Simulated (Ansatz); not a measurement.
Diamond-structure Ge was calculated with r²SCAN50 (plane waves, PAW; Ansatz, a first-principles code).

Numerical settings: plane-wave cutoff 520 eV, 8×8×8 k mesh, Fermi–Dirac smearing 0.01 eV, scalar-relativistic PAW data made under PBE.

The volume scan:

```csv
V (Å³/atom),E − E_lowest (meV/atom)
20.949,16.68
21.720,1.40
22.051,0.00
22.602,3.63
22.974,9.87
```

Estimate the bulk modulus and its pressure derivative from these points.

V0 = 22.051 Å³/atom, B0 = 88.3 GPa, B′ = 4.5 (fit to the energies at full precision).

Measured, for comparison: bulk modulus 77.3 GPa (low-temperature value with the zero-point effect removed, our sources range from 77.3 to 79.4; as tabulated in Tanner et al. (2021), arXiv:2110.11888); equilibrium volume per atom 22.47 Å³/atom (static lattice: zero-point anharmonic expansion removed; as tabulated in Mejia-Rodriguez and Trickey (2018), arXiv:1807.09216). Computed (rounded) less measured: bulk modulus +14 % (+11 % to +14 % over the range), equilibrium volume per atom -1.9 %.

The computed numbers hold no vibrational or temperature effects.
